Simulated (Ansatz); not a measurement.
# Lattice parameter c of Au (model structure, started from the beta-Sn type, I4₁/amd, No. 141, 2 atoms in the cell) at several levels of theory

No measured value is used here.

| level (code) | value (Å) |
|---|---|
| PBE (Ansatz) | 2.752 |
| PBEsol (Ansatz) | 2.704 |
| PBE-D3(BJ) (Ansatz) | 2.721 |
| r²SCAN (Ansatz) | 2.726 |

Density-functional levels without +SOC have no spin–orbit coupling. Ansatz's density-functional and Hartree–Fock values are scalar-relativistic unless marked +SOC, with PAW data made under PBE.

A model structure was made by putting elements into a prototype or built by hand; it is no filed structure, need not be a known phase, and can be a saddle point held by its symmetry.

Ansatz is a program for electronic structure.
